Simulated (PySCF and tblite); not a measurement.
Results of a calculation; reference values are marked as such.
C₂H₆S, numbered as in [CH3:1][CH2:2][SH:3]. Conformers came from 90 starts (ETKDG and KDG, MMFF94s, GFN2-xTB); geometries are PBE0-D3(BJ)/def2-SVP. Energies: PBE0-D3(BJ)/def2-TZVP, with GFN2-xTB thermal terms (modes under about 100 cm⁻¹ blended into free rotors). Symmetry numbers and mirror images are counted. Conformers within 4 kcal/mol (GFN2-xTB free energy) were kept, 5 at most. GIAO shieldings: PBE0/pcSseg-1. Shifts are against TMS (¹H), TMS (¹³C) at the same level. Run with PySCF (density fitting) and tblite.

Torsions listed: C1–C2–S3–H3. Of a mirror pair one member is shown.

```json
{"conformer": "1", "shape": "64°", "point group": "C1", "mirror pair": "yes", "ΔE(DFT)": "0.00", "Δ(G−E) at 298.15 K": "0.00", "δ C1 (ppm)": "22.9"}
{"conformer": "2", "shape": "-178°", "point group": "Cs", "mirror pair": "no", "ΔE(DFT)": "0.57", "Δ(G−E) at 298.15 K": "-0.28", "δ C1 (ppm)": "15.8"}
```

Energies in kcal/mol; the thermal term leaves out symmetry numbers and mirror images.

**Question.** Work out the weights at 298.15 K and the ¹³C shift of C1 under fast exchange.

**Answer.** RT = 0.592 kcal/mol. Each conformer gets RT ln(σ/g), with σ the rotational symmetry number and g = 2 for a mirror pair: 1: σ = 1, g = 2, G = 0.00 + 0.00 − 0.41 = -0.41, 0.00 above the lowest, exp(−ΔG/RT) = 1.000; 2: σ = 1, g = 1, G = 0.57 − 0.28 + 0.00 = 0.29, 0.70 above the lowest, exp(−ΔG/RT) = 0.305. The sum is 1.305, so the weights are 76.7, 23.3 %. The averaged shift is 21.2 ppm. At 298.15 K the leading conformer alone gives 22.9 ppm and bare DFT energies give 20.9 ppm.
